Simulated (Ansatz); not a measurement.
The input, for Ansatz 0.2.0:

```yaml
crystal:
  periodic: [false, false, false]
  atoms:
    - {symbol: H, position_ang: [-2.083362, 0.059434, 0.000000]}
    - {symbol: H, position_ang: [-1.338362, 0.059434, 0.000000]}
    - {symbol: N, position_ang: [0.211638, 0.059434, 0.000000]}
    - {symbol: H, position_ang: [0.480720, -0.944792, 0.000000]}
basis:
  gaussian: {orbitals: 6-31G}
magnetization: {spin_polarized: false, initial_magnetization: 2}
correlation: {method: ccsdt_q, electrons: outside_noble_gas}
```

```sh
$ ansatz run in.yaml --threads 1 --pin off --events-out ev --progress --plain --max-ram 2393MiB
```

Output:

```
335 factors; integrals over basis functions are off by at most 1.1e-7 eV
mean field evaluation 1: about -1523.9745 eV, gradient 1.0e1 eV
mean field evaluation 2: about -1523.9732 eV, gradient 1.0e1 eV
mean field evaluation 4: about -1524.8372 eV, gradient 1.3e0 eV
mean field evaluation 8: about -1524.8442 eV, gradient 5.2e-4 eV
mean field evaluation 16: about -1524.8456 eV, gradient 8.8e-2 eV
mean field evaluation 32: about -1521.0649 eV, gradient 1.2e1 eV
mean field -1524.84416895 eV, -56.0369896324 hartree, gradient 6.7e-6 eV, S^2 2.000000; 0 other end points of the search recorded, 0 dependent functions left out
1 core orbitals not correlated: weight in the atoms' cores, before any rotation towards them, 1.000 or more for the frozen orbitals, at most 0.000 for the correlated occupied ones
reference -1524.84416895 eV, -56.0369896324 hartree; 5, 3 occupied and 9, 11 virtual orbitals, 335 factors
second order -2.11638524 eV of doubles, -0.08229304 eV of singles
cycle   1  -2.58619489 eV  change   -3.8e-1 eV  update   4.9e-2
cycle   2  -2.78329664 eV  change   -2.0e-1 eV  update   2.1e-2
cycle   3  -2.80564659 eV  change   -2.2e-2 eV  update   8.6e-3
cycle   4  -2.80929069 eV  change   -3.6e-3 eV  update   4.8e-3
cycle   5  -2.81037971 eV  change   -1.1e-3 eV  update   1.9e-3
cycle   6  -2.81091996 eV  change   -5.4e-4 eV  update   9.0e-4
cycle   7  -2.81100931 eV  change   -8.9e-5 eV  update   4.4e-4
cycle   8  -2.81104540 eV  change   -3.6e-5 eV  update   2.0e-4
cycle   9  -2.81098703 eV  change    5.8e-5 eV  update   9.0e-5
cycle  10  -2.81098177 eV  change    5.3e-6 eV  update   3.7e-5
cycle  11  -2.81099203 eV  change   -1.0e-5 eV  update   1.6e-5
cycle  12  -2.81098978 eV  change    2.2e-6 eV  update   7.0e-6
cycle  13  -2.81098613 eV  change    3.6e-6 eV  update   3.2e-6
cycle  14  -2.81098337 eV  change    2.8e-6 eV  update   1.4e-6
cycle  15  -2.81098302 eV  change    3.5e-7 eV  update   6.3e-7
perturbative correction -0.00278710 eV, -0.0001024242 hartree
Total energy: -1527.65793907 eV, -56.1403937772 hartree
```

For the same geometry and basis full CI lies 0.4 meV lower.

Ran on 1 thread of Arm Neoverse V1, shared host: 1.7 s wall, 0.08 GiB peak host memory.
